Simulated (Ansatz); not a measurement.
A made-up structure of CH$_{5}$LiSi, closed shell:

```xyz
8
angstrom
Li -2.6336 1.2289 -0.4676
Si -0.3074 0.4203 -0.6847
C 0.4773 -0.5266 0.7757
H -0.1085 -0.4868 -1.8739
H -3.8558 1.4328 0.5289
H 0.4937 0.0943 1.6753
H 1.5039 -0.8298 0.5562
H -0.0983 -1.4265 1.0082
```

It is relaxed with PBE-D4/def2-SVP and then PBE0-D4/def2-TZVP (Ansatz 0.2.0). Atoms count as bonded within 1.22 times the sum of their covalent radii (H–H: 0.88 Å). The end point is not checked to be a true minimum.

Task: Does its bonding change? (A judgement: the text doesn't fix the answer.)

Result: The calculation gives: Yes. Formed: Si2–H5; broken: Li1–H5.

Where it ends: The first stage lowers the energy by 2.14 eV in 18 steps. It ends as CH₅LiSi ([Li][SiH2][CH3]):
```xyz
8
angstrom
Li -1.5301 2.6377 -0.6545
Si -1.2202 0.2072 -0.3244
C 0.2025 -0.3930 0.7986
H -1.0226 -0.5420 -1.6192
H -2.4497 -0.4732 0.2253
H 0.0904 0.0038 1.8111
H 1.1680 -0.0507 0.4166
H 0.2330 -1.4833 0.8648
```

Labels in which every atom is bracketed show which atoms are joined, not bond orders.

For scale, one of the runs: PBE0-D4/def2-TZVP relaxation, 112 basis functions, launched by `ansatz run in.yaml --threads 2 --pin off --events-out ev --progress --plain --max-ram 4352MiB`. The run took about 22 s on 2 CPU threads of an Arm Neoverse V2 (shared host).
